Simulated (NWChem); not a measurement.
Molecule: pyrrole (C₄H₅N); SMILES c1cc[nH]c1

```xyz
10

C      0.0000     0.7108    -0.9829
C      0.0000    -0.7108    -0.9829
C      0.0000    -1.1192     0.3342
N      0.0000     0.0000     1.1172
C      0.0000     1.1192     0.3342
H      0.0000     1.3653    -1.8525
H      0.0000    -1.3653    -1.8525
H      0.0000    -2.1156     0.7708
H      0.0000     0.0000     2.1269
H      0.0000     2.1156     0.7708
```
Atoms are numbered in this order, from 1.

All runs: NWChem. Pople sets run with spherical d functions. Structure relaxed at the PBE0/def2-SVP level.

Question: Estimate the computed values for PBE/6-31G*. Quantities: highest occupied level (eV); orbital gap (eV); dipole (D).

Answer: 
```json
{
  "highest occupied level (eV)": "-4.66",
  "orbital gap (eV)": "5.30",
  "dipole (D)": "1.97"
}
```
